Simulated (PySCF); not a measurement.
## Phosphorus: highly charged ions in a basis for the neutral atom

P¹³⁺ 1s2, P¹⁴⁺ 1s1. All numbers are calculated (PySCF 2.14, the non-relativistic Hamiltonian (point nucleus), in def2-SVP (4s3p1d, 18 functions)). No spin-orbit coupling, so a gap to NIST mixes the basis error with missing relativistic terms.

Changed run: basis of the neutral atom used for a highly charged ion. This setting is unsound on purpose.

```csv
species,method,sound run (hartree),changed run (hartree),converged
P¹³⁺,UHF,not run,-215.65153,yes
P¹³⁺,BP86,not run,-215.69428,yes
P¹³⁺,MN15,not run,-215.62415,yes
P¹⁴⁺,UHF,not run,-112.39228,yes
P¹⁴⁺,BP86,not run,-112.36855,yes
P¹⁴⁺,MN15,not run,-112.35817,yes
```

Ionisation energy of P¹³⁺:

```
method  changed run (eV)  NIST (eV)
   UHF            2809.8     2816.9
  BP86            2811.6     2816.9
  MN15            2810.0     2816.9
```

The contracted functions were made for the neutral atom and can be too rigid for a highly charged ion.
